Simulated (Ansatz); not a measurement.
[B(CN)H3]- (CH3BN⁻). Charge -1, multiplicity 3. Geometry r2SCAN-D4/def2-TZVPD, that of the charge -1 singlet; atoms count from 1.

Cartesian coordinates in Å:
```
B 0.267 -0.401 0.195
C -0.542 0.815 -0.397
N -1.140 1.714 -0.834
H 1.080 0.019 1.010
H 0.849 -0.976 -0.718
H -0.514 -1.171 0.743
```

The highest occupied level of the charge -1 triplet lies above zero (up to 1.60 eV). By energy differences it is unbound by 0.69 eV (vertical, to the charge 0 doublet, at PBE0-D4/def2-TZVPD) and held by the finite basis. At PBE0-D4/def2-TZVPD a singlet of charge -1 lies 5.76 eV below the triplet at the same geometry.

**Question.** Estimate the Mulliken populations from the PBE0/def2-TZVPD orbitals of Ansatz.

**Answer.** 
| atom | charge (e) | spin (α − β) |
| --- | --- | --- |
| B1 | -1.58 | 1.31 |
| C2 | 1.16 | -1.06 |
| N3 | -0.47 | 0.52 |
| H4 | -0.08 | 0.33 |
| H5 | -0.08 | 0.33 |
| H6 | 0.06 | 0.56 |
Mulliken values and Mayer orders depend strongly on the basis. With diffuse functions, as here, like atoms can get unlike values, and bond orders can come out too low or too high.

**Question.** Where does the spin sit?

**Answer.** Summed by element: B 1.31, C -1.06, N 0.52, H 1.22, of 2 unpaired in all. Largest on single atoms: B1 1.31, C2 -1.06, H6 0.56.

**Question.** And the Mayer bond orders between bonded heavy atoms (over 0.3)?

**Answer.** C2–N3 1.78 (1.16 Å). Values over 0.3 also appear between atoms too far apart for a bond (B1–N3 0.60 at 2.74 Å); they arise where an orbital or an unpaired electron spreads over both atoms.
